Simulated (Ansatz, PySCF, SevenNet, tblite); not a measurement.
**Zinc-blende AlAs, equilibrium lattice constant a**

Reference value: 5.649 Å (measured, static lattice: zero-point anharmonic expansion removed; as tabulated in Mejia-Rodriguez and Trickey (2018), arXiv:1807.09216).

Task: What do GFN1-xTB, SevenNet-l3i5, LDA, PBE, PBE-D3(BJ), HSE06, Hartree–Fock, MP2, CCSD(T) give, and how far is each from the reference?

Result: 
```tsv
level (code)	value (Å)	error (%)
GFN1-xTB (tblite)	5.580	-1.22
SevenNet-l3i5	5.735	+1.52
LDA (Ansatz)	5.629	-0.35
PBE (Ansatz)	5.728	+1.40
PBE-D3(BJ) (Ansatz)	5.665	+0.28
HSE06 (Ansatz)	5.682	+0.58
Hartree–Fock (Ansatz)	5.745	+1.70
MP2 (PySCF)	5.620 ± 0.02	-0.51
CCSD(T) (PySCF)	5.651 ± 0.02	+0.04
```

Closest of the ranked levels: CCSD(T) (+0.04 %). Farthest off among them: Hartree–Fock (+1.70 %). Within 1 %: LDA, PBE-D3(BJ), HSE06, MP2, CCSD(T).

A ± on a computed value is a rough bar: the spread of its extrapolation, a floor set from checks against published values, or a statistical error. GFN1-xTB: the method was fitted mainly to molecules. GFN1-xTB: the run uses a supercell at the zone centre in place of a k mesh. Cutoffs and k meshes differ between the levels. Ansatz's density-functional and Hartree–Fock values are scalar-relativistic unless marked +SOC, with PAW data made under PBE.

Machine-learned potentials (SevenNet-l3i5) are trained on DFT data: a solid inside that data is no test of them.

Differences are worked out from the printed values.

Ansatz is a quantum-chemistry and plane-wave program.
